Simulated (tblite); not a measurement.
A geometry optimisation, step by step.

C4H8NO (doublet state).
SMILES with atom numbers: `[H]/[N:6]=[C:5]/[CH2:4][O:3][CH2:2][CH3:1]` (hydrogens: H7, H8, H9 on C1; H10, H11 on C2; H12, H13 on C4; H14 on N6)
Bond orders are those of one Lewis drawing.

Computed with GFN2-xTB (tblite), gas phase: L-BFGS steps from a force-field or distance-geometry start until the largest atomic force falls under 0.01 eV/Å. 5 of its 135 geometries are shown.

Step 0: E = -530.2199 eV, largest atomic force 4.404 eV/Å
```
atom  x, y, z in Å  |  force x, y, z in eV/Å
C1     -2.090    0.156    0.240   -1.564   0.291  -0.469
C2     -0.660    0.095   -0.227   -0.312  -0.122   1.846
O3     -0.068   -1.178    0.024   -0.280   0.175  -0.447
C4      1.230   -1.038   -0.468    0.727  -1.540   1.820
C5      1.933    0.047    0.302    0.637   3.343  -2.795
N6      2.130    1.139   -0.353    0.084  -2.409   1.930
H7     -2.220   -0.563    1.068   -0.125   0.464  -0.498
H8     -2.386    1.192    0.571    0.503  -1.055  -0.160
H9     -2.784   -0.070   -0.613    0.468  -0.170   0.907
H10    -0.538    0.289   -1.275    0.019   0.669  -0.472
H11    -0.109    0.768    0.462   -0.081   0.300  -0.759
H12     1.186   -0.822   -1.530    0.394  -0.085  -0.401
H13     1.778   -1.975   -0.190   -0.425   0.359  -0.652
H14     2.596    1.959    0.015   -0.046  -0.219   0.150
```

Step 34: E = -530.8655 eV, largest atomic force 0.090 eV/Å
```
atom  x, y, z in Å  |  force x, y, z in eV/Å
C1     -2.193    0.056    0.236   -0.015  -0.024   0.010
C2     -0.744    0.276   -0.171   -0.026   0.014   0.026
O3     -0.068   -0.951    0.033   -0.009   0.011  -0.025
C4      1.243   -1.018   -0.457    0.004   0.032  -0.029
C5      2.147    0.013    0.144   -0.013   0.028  -0.015
N6      2.380    1.120   -0.358   -0.020  -0.004  -0.002
H7     -2.206   -0.533    1.149   -0.033   0.035   0.027
H8     -2.693    1.004    0.414    0.009   0.004  -0.046
H9     -2.724   -0.493   -0.534   -0.039  -0.031  -0.009
H10    -0.674    0.591   -1.224    0.047  -0.045   0.049
H11    -0.296    1.062    0.452    0.059   0.008  -0.013
H12     1.267   -0.902   -1.558   -0.079  -0.015  -0.028
H13     1.583   -2.025   -0.196    0.086   0.024   0.007
H14     2.978    1.798    0.098    0.030  -0.038   0.048
```

Step 67: E = -530.9187 eV, largest atomic force 0.331 eV/Å
```
atom  x, y, z in Å  |  force x, y, z in eV/Å
C1     -2.252    0.020    0.259   -0.026  -0.024   0.068
C2     -0.799    0.235   -0.133   -0.036   0.054  -0.034
O3     -0.113   -0.999   -0.070   -0.071  -0.030  -0.006
C4      1.209   -0.910   -0.532   -0.047  -0.027   0.009
C5      1.986    0.152    0.154    0.168   0.194  -0.171
N6      2.732    0.992   -0.374   -0.128  -0.271   0.141
H7     -2.322   -0.175    1.327   -0.017  -0.070  -0.046
H8     -2.853    0.896    0.025    0.095   0.008  -0.010
H9     -2.651   -0.835   -0.282    0.023   0.023   0.024
H10    -0.726    0.645   -1.150   -0.047  -0.014  -0.105
H11    -0.311    0.952    0.543   -0.020   0.071   0.052
H12     1.227   -0.757   -1.633   -0.044   0.030   0.084
H13     1.652   -1.884   -0.302    0.118   0.019  -0.016
H14     3.221    1.669    0.197    0.033   0.039   0.007
```

Step 100: E = -530.9738 eV, largest atomic force 0.021 eV/Å
```
atom  x, y, z in Å  |  force x, y, z in eV/Å
C1     -2.319   -0.062    0.283    0.008   0.001   0.008
C2     -0.910    0.249   -0.190    0.001  -0.003  -0.005
O3     -0.101   -0.892    0.013    0.003  -0.002  -0.004
C4      1.196   -0.755   -0.505   -0.003   0.006  -0.007
C5      1.978    0.366    0.063    0.008   0.009   0.008
N6      3.117    0.721   -0.262   -0.007  -0.010   0.006
H7     -2.301   -0.345    1.331    0.001  -0.001   0.012
H8     -2.953    0.812    0.160   -0.007   0.003  -0.004
H9     -2.730   -0.888   -0.290   -0.001  -0.002  -0.001
H10    -0.914    0.516   -1.260   -0.007  -0.001  -0.005
H11    -0.492    1.101    0.369    0.016  -0.001  -0.012
H12     1.153   -0.625   -1.603   -0.008  -0.007  -0.006
H13     1.704   -1.699   -0.278   -0.009  -0.007  -0.002
H14     3.570    1.501    0.197    0.005   0.016   0.012
```

Step 134: E = -530.9787 eV, largest atomic force 0.010 eV/Å
```
atom  x, y, z in Å  |  force x, y, z in eV/Å
C1     -2.289   -0.045    0.341    0.003  -0.002   0.001
C2     -0.930    0.217   -0.285   -0.001   0.001   0.000
O3     -0.108   -0.912   -0.075    0.000   0.004  -0.001
C4      1.200   -0.741   -0.558    0.001  -0.003   0.003
C5      1.943    0.370    0.078   -0.005   0.001   0.000
N6      3.115    0.707   -0.124    0.002   0.005   0.002
H7     -2.176   -0.224    1.406   -0.003   0.001   0.005
H8     -2.941    0.811    0.187    0.002  -0.001   0.001
H9     -2.740   -0.925   -0.110    0.000   0.000  -0.002
H10    -1.034    0.406   -1.367    0.005   0.003   0.004
H11    -0.457    1.101    0.171   -0.004  -0.004  -0.008
H12     1.181   -0.565   -1.650    0.001   0.001   0.002
H13     1.711   -1.689   -0.358   -0.002  -0.004  -0.003
H14     3.524    1.488    0.375    0.000  -0.003  -0.002
```

Problem. Summarise the path.

Solution. The energy falls by 17.50 kcal/mol from step 0 to step 134; nine tenths of that is first reached at step 58. It never rises by more than 0.2 meV. The largest force goes from 4.404 to 0.010 eV/Å. Among the bonds C5=N6 changes most, from 1.288 to 1.236 Å; the atoms move by 0.627 Å rms after alignment.

What follows is the cost of the whole relaxation. Hardware: Arm Neoverse V1, one thread, no GPU, shared host. Cost: 0.58 s wall.
